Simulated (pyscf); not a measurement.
Thermochemistry of product channels of F–SiH₂–O–SiH₃ + HF on the singlet surface, in kJ/mol, from ωB97M-D3(BJ)/def2-TZVP energies (ideal gas, 1 atm, RRHO with modes under 100 cm⁻¹ raised to 100, one conformer, R ln 2 for chiral ones without a mode under 150 cm⁻¹). Optimised with ωB97X-D3(BJ)/def2-SVP in PySCF.

```
products               ΔE  ΔH(298 K)  ΔG(600 K)  ΔG(900 K)
--------------------  ---  ---------  ---------  ---------
F–SiH₂–O–SiH₂–F + H₂  [?]     -145.4     -125.3     -116.8
F–SiH₂–F + HO–SiH₃    [?]      -24.6      -31.3      -33.1
```

Fill in the missing entries.


- F–SiH₂–O–SiH₂–F + H₂, ΔE: -136.5
- F–SiH₂–F + HO–SiH₃, ΔE: -25.0

These are energies of the channels, which say nothing of barriers.
